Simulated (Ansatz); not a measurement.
# singlet AlNH2Cl− at 4 levels

Aim: a comparison of 4 runs (HF/STO-3G, HF/aug-cc-pVDZ, B3LYP/6-31G*) of singlet AlNH2Cl−. 

The calculation is run with Ansatz 0.2.0.

19 further runs of the same task are left out: 19 set aside as unsound or not needed.

## (1) The molecule

AlNH2Cl−: 5 atoms, total charge -1, spin state singlet. SMILES of the parent species: `[NH2][Al][Cl]`. The shape is that of a PBE0-D4/def2-TZVP optimisation. This is one conformer, not always the lowest. That shape belongs to the parent species and isn't relaxed for this state.

Bond lengths: N1–Al2 1.765 Å, Al2–Cl3 2.116 Å, N1–H4 1.007 Å, N1–H5 1.009 Å. Angles: N1–Al2–Cl3 116.7°, Al2–N1–H4 124.9°, Al2–N1–H5 124.1°, H4–N1–H5 111.0°.

## (2) A single-point energy at HF/STO-3G (run 1)

Contents of input.yaml:

```yaml
crystal:
  periodic: [false, false, false]
  atoms:
    - {symbol: N, position_ang: [-0.549400, 0.461700, -0.232000]}
    - {symbol: Al, position_ang: [0.402600, -0.291600, 1.049100]}
    - {symbol: Cl, position_ang: [1.907000, -1.649700, 0.440800]}
    - {symbol: H, position_ang: [-1.293600, 1.123300, -0.083500]}
    - {symbol: H, position_ang: [-0.416600, 0.282700, -1.215900]}
basis:
  gaussian:
    orbitals: STO-3G
total_charge: -1
hamiltonian:
  xc: hf
accuracy: high
output:
  orbitals: {seedname: orbitals}
```

Run with:

```
ansatz run input.yaml --threads 1 --pin off --max-ram 2610MiB --events-out events.jsonl --progress --plain --runs-dir runs
```

Standard output:

```text
Warning: RAYON_NUM_THREADS=1 ignored (pool sized by the plan → 1); use --threads N
Functional definition: HF
  name "HF"
  exchange = exact_x
  correlation = 0
452 factors; integrals over basis functions are off by at most 2.1e-8 eV
mean field evaluation 1: about -20363.5695 eV, gradient 1.1e1 eV
mean field evaluation 2: about -20363.6408 eV, gradient 1.1e1 eV
mean field evaluation 4: about -20364.1614 eV, gradient 8.6e-1 eV
mean field evaluation 8: about -20364.1671 eV, gradient 1.4e-6 eV
mean field -20364.16705031 eV, -748.3693357706 hartree, gradient 1.3e-8 eV, S^2 0.000000; 0 other end points of the search recorded, 0 dependent functions left out
reference -20364.16705031 eV, -748.3693357706 hartree; 20, 20 occupied and 5, 5 virtual orbitals, 452 factors
Total energy: -20364.16705031 eV, -748.3693357706 hartree
```

It took 0.32 s on 1 thread of Arm Neoverse N1, shared host.

## (3) A single-point energy at HF/aug-cc-pVDZ (run 2)

Contents of in.yaml:

```yaml
crystal:
  periodic: [false, false, false]
  atoms:
    - {symbol: N, position_ang: [-0.549400, 0.461700, -0.232000]}
    - {symbol: Al, position_ang: [0.402600, -0.291600, 1.049100]}
    - {symbol: Cl, position_ang: [1.907000, -1.649700, 0.440800]}
    - {symbol: H, position_ang: [-1.293600, 1.123300, -0.083500]}
    - {symbol: H, position_ang: [-0.416600, 0.282700, -1.215900]}
basis:
  gaussian: {orbitals: aug-cc-pVDZ}
magnetization: {spin_polarized: false}
accuracy: high
output: {orbitals: {seedname: orbitals}}
total_charge: -1
hamiltonian: {xc: hf}
```

Run with:

```
ansatz run in.yaml --threads 1 --pin off --max-ram 2610MiB --events-out events.jsonl --progress --plain --runs-dir runs
```

Standard output:

```text
Warning: RAYON_NUM_THREADS=1 ignored (pool sized by the plan → 1); use --threads N
[... 4 set-up lines as earlier in the session ...]
1868 factors; integrals over basis functions are off by at most 3.7e-9 eV
mean field evaluation 1: about -20601.1228 eV, gradient 2.3e1 eV
mean field evaluation 2: about -20601.1515 eV, gradient 2.3e1 eV
mean field evaluation 4: about -20602.6844 eV, gradient 2.8e0 eV
mean field evaluation 8: about -20602.7389 eV, gradient 2.0e-1 eV
mean field evaluation 16: about -20602.7397 eV, gradient 4.0e-8 eV
mean field -20602.73974243 eV, -757.1367204957 hartree, gradient 4.0e-8 eV, S^2 0.000000; 0 other end points of the search recorded, 0 dependent functions left out
reference -20602.73974243 eV, -757.1367204957 hartree; 20, 20 occupied and 75, 75 virtual orbitals, 1868 factors
Total energy: -20602.73974243 eV, -757.1367204957 hartree
```

Run time: 5.7 s. Hardware: 1 thread of Arm Neoverse N1, shared host; peak memory 0.26 GiB.

Run 3 isn't shown in full; the table further down has it.

## (4) The energy at B3LYP/6-31G(d) (Cartesian functions) (run 4)

Edit input.yaml of step 2 so:

```diff
@@ -1 +1,4 @@
+basis:
+  gaussian:
+    orbitals: "6-31G*"
 crystal:
@@ -8,10 +11,6 @@
     - {symbol: H, position_ang: [-0.416600, 0.282700, -1.215900]}
-basis:
-  gaussian:
-    orbitals: STO-3G
 total_charge: -1
 hamiltonian:
-  xc: hf
+  xc: {name: B3LYP}
 accuracy: high
-output:
-  orbitals: {seedname: orbitals}
+output: {orbitals: {seedname: orbitals}}
```

Run with:

```
ansatz run input.yaml --threads 1 --pin off --max-ram 2610MiB --events-out events.jsonl --progress --plain --runs-dir runs
```

Standard output:

```text
Warning: RAYON_NUM_THREADS=1 ignored (pool sized by the plan → 1); use --threads N
Functional definition: B3LYP
  name "B3LYP"
  parameter a0 = 0.2
  parameter ax = 0.72
  parameter ac = 0.81
  exchange = (1 - a0 - ax)*slater_x + ax*b88_x + a0*exact_x
  correlation = (1 - ac)*vwn_rpa_c + ac*lyp_c
1129 factors; integrals over basis functions are off by at most 1.0e-8 eV
mean field evaluation 1: about -20642.3472 eV, gradient 3.4e1 eV
mean field evaluation 2: about -20636.7174 eV, gradient 5.9e1 eV
mean field evaluation 4: about -20644.6559 eV, gradient 1.3e0 eV
mean field evaluation 8: about -20644.7210 eV, gradient 4.6e-2 eV
mean field evaluation 16: about -20644.7210 eV, gradient 3.2e-6 eV
mean field -20644.72097936 eV, -758.6795024970 hartree, gradient 4.2e-8 eV, S^2 0.000000; 0 other end points of the search recorded, 0 dependent functions left out
reference -20644.72101209 eV, -758.6795036997 hartree; 20, 20 occupied and 37, 37 virtual orbitals, 1129 factors
Total energy: -20644.72101209 eV, -758.6795036997 hartree
```

Run time: 6.6 s. Hardware: 1 thread of Arm Neoverse N1, shared host; peak memory 0.17 GiB.

## (5) All runs side by side

| run | level | Cartesian functions | energy (Eh) | HOMO energy (eV) | LUMO energy (eV) | HOMO–LUMO gap (eV) | wall time |
| --- | --- | --- | --- | --- | --- | --- | --- |
| 1 | HF/STO-3G | no | -748.369336 | 4.85 | 18.20 | 13.35 | 0.32 s |
| 2 | HF/aug-cc-pVDZ | no | -757.136720 | -1.15 | 3.54 | 4.69 | 5.7 s |
| 3 | B3LYP/6-31G* (spherical functions) | no | -758.673327 | 1.29 | 4.91 | 3.62 | 6.6 s |
| 4 | B3LYP/6-31G* (Cartesian functions) | yes | -758.679504 | 1.28 | 4.90 | 3.62 | 6.6 s |

## (6) Outcome

```
                                                    quantity          value
                                         run 4: total energy  -758.67950 Eh
                                          run 4: HOMO energy        1.28 eV
                                          run 4: LUMO energy        4.90 eV
run 4: HOMO–LUMO gap (to an unbound level, set by the basis)        3.62 eV
```

In words: The HOMO–LUMO gap runs from 3.62 eV (B3LYP/6-31G*) to 13.35 eV (HF/STO-3G). The two ends differ in method and basis. The empty levels of an anion lie above zero and hang on the basis. In runs 1, 3, 4 the HOMO lies above zero, so the outermost electron may be held by the basis alone. In run 1 the basis is minimal, so the values are rough. All runs together took 19 s, the longest 6.6 s.
